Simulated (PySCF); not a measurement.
PySCF input:

```python
from pyscf import gto, scf, dft

mol = gto.M(
    atom='''
    C    -0.10672706    1.17701571    0.00465963
    S    -0.07971376   -0.57493956   -0.00524580
    H     1.23704338   -1.08526133    0.02135005
    H     0.31907715    1.60569335    0.91824252
    H     0.35966191    1.61650670   -0.88361760
    ''',
    basis='def2-tzvpd',
    charge=-1,
    spin=0,
    verbose=4,
)

mf = dft.RKS(mol, xc='tpssh').density_fit(auxbasis='def2-universal-jkfit')
mf.grids.level = 3
mf.conv_tol = 1e-9
mf.max_cycle = 100
mf.max_memory = 1500
mf.kernel()
if not mf.converged:
    mf = mf.newton()
    mf.kernel(mf.make_rdm1())
mf.analyze()
```

### Question
Which total energy does the run end on?

### Answer
-438.10753 Eh (TPSSh/def2-TZVPD).

It need not be the lowest isomer of its formula. Whether it binds its extra electron was not tested at this geometry.
